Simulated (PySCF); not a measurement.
Species: C4H4F (doublet state).
SMILES with atom numbers: `[CH2:1]=[C:2]1[CH:3][C@@H:4]1[F:5]` (hydrogens: H6, H7 on C1; H8 on C3; H9 on C4)

Cartesian coordinates in Å at the GFN2-xTB level; atoms count from 1:
```
atom  x, y, z in Å
C1     1.500   -0.348   -0.456
C2     0.267    0.087   -0.131
C3    -0.638    1.081    0.092
C4    -1.120   -0.297    0.245
F5    -1.372   -0.786    1.516
H6     1.750   -1.393   -0.412
H7     2.264    0.343   -0.768
H8    -0.828    2.096    0.334
H9    -1.809   -0.776   -0.445
```

Method used: UKS B3LYP, pcH-1 on C F H, non-relativistic, mean-field spin-orbit, GIAO (PySCF). Isolated species at its GFN2-xTB geometry, gas phase. The geometry wasn't refined by DFT: couplings that depend on bond lengths, twists or pyramidal angles can differ widely from those at the functional's own minimum. Stability of the SCF solution: not tested. ⟨S²⟩ is 0.774 where a pure state has 0.75.

The Mulliken spin populations are largest on C1 (+0.70), C3 (+0.61) and C2 (-0.24). The positive populations add up to 1.33 and the negative ones to -0.33, together 2S = 1. The angles at C1 add up to 360.0°, so it is planar; its axial dipolar tensor and the negative couplings of its protons fit spin in a p orbital normal to that plane.

Question: McConnell's relation a(H) = Q·ρ ties the coupling of a proton on a planar π carbon to the spin population of that carbon. What Q do the computed values give?

Answer: 
```tsv
H	C	ρ(C)	a(H) (G)	a/ρ (G)
H6	C1	+0.698	-15.13	-21.7
H7	C1	+0.698	-14.31	-20.5
H8	C3	+0.605	-15.20	-25.1
```

A least-squares line through the origin gives Q = -22.2 G with Mulliken populations.

Couplings in gauss use g_iso = 2.0026.
